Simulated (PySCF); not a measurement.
## From orbital energies to excitation energies

Compound: C4H7N.
Cartesian coordinates in Å at the PBE0-D3(BJ)/def2-SVP level; atoms count from 1:
```
atom  x, y, z in Å
C1    -2.155    0.419   -0.091
C2    -1.202   -0.508   -0.004
C3     0.171   -0.376   -0.591
N4     1.178   -0.737    0.377
C5     2.070    0.109    0.658
H6    -1.982    1.373   -0.601
H7    -3.146    0.260    0.342
H8    -1.394   -1.449    0.523
H9     0.258   -1.094   -1.429
H10    0.314    0.640   -1.014
H11    2.842   -0.142    1.399
H12    2.126    1.115    0.194
```

Method used: TDDFT CAM-B3LYP/def2-SVPD, vertical, gas phase, core orbitals frozen in the response in PySCF.

Orbital energies (eV): HOMO-3 -11.43, HOMO-2 -10.20, HOMO-1 -8.97, HOMO -8.91, LUMO 0.64, LUMO+1 1.49, LUMO+2 1.57.

Computed singlets:

```
state  E (eV)       f
   S1    4.98  0.0014
   S2    6.83   0.058
   S3    7.24  0.0026
   S4    7.49   0.064
   S5    7.54   0.011
   S6    7.62   0.477
   S7    7.80   0.055
   S8    8.05   0.010
   S9    8.22   0.104
  S10    8.35   0.016
```

**Question.** Assign a leading configuration to S1, S2, S3 and S6 and set E beside the orbital difference Δε.

**Answer.** 

| state | leading configuration | weight | Δε (eV) | E (eV) | E − Δε (eV) | f | other configurations |
| --- | --- | --- | --- | --- | --- | --- | --- |
| S1 | HOMO→LUMO | 0.90 | 9.54 | 4.98 | -4.56 | 0.0014 | – |
| S2 | HOMO-1→LUMO | 0.96 | 9.61 | 6.83 | -2.78 | 0.058 | – |
| S3 | HOMO→LUMO+1 | 0.85 | 10.40 | 7.24 | -3.16 | 0.0026 | – |
| S6 | HOMO-1→LUMO+1 | 0.64 | 10.46 | 7.62 | -2.85 | 0.477 | H-2→L (17%) |

E − Δε runs from -4.56 to -2.78 eV. Among themselves, these states come in the order of their orbital differences.

H and L stand for HOMO and LUMO. The other states: S4 7.49 eV, f 0.064, H-1→L+2 (43%), H-1→L+3 (25%), H→L+2 (15%); S5 7.54 eV, f 0.011, H→L+2 (56%), H-1→L+2 (12%), H→L+3 (9%); S7 7.80 eV, f 0.055, H-2→L (46%), H-2→L+1 (18%), H-1→L+1 (9%); S8 8.05 eV, f 0.010, H-1→L+4 (72%), H-1→L+2 (12%); S9 8.22 eV, f 0.104, H-2→L+1 (29%), H-2→L (20%), H-3→L+1 (18%); S10 8.35 eV, f 0.016, H→L+3 (40%), H→L+5 (33%).

**Question.** Which computed triplets share their leading configuration (75% or more) with a singlet, and how far apart are the partners?

**Answer.** 

```
configuration  triplet  E(T) (eV)  singlet  E(S) (eV)  E(S) − E(T) (eV)
    HOMO→LUMO       T1       4.15       S1       4.98             +0.83
```

The 4 triplets are Tamm–Dancoff values, the singlets full response.

Summed over the main configurations (up to three a state, each over 8%) of all 10 singlets, the electron leaves HOMO-1 with weight 3.32, HOMO with weight 3.28, HOMO-2 with weight 1.30 and HOMO-3 with weight 0.18.

The vertical ionisation energy (ΔSCF) is 9.80 eV, 1.45 eV above S10.

One conformer stands for the species.
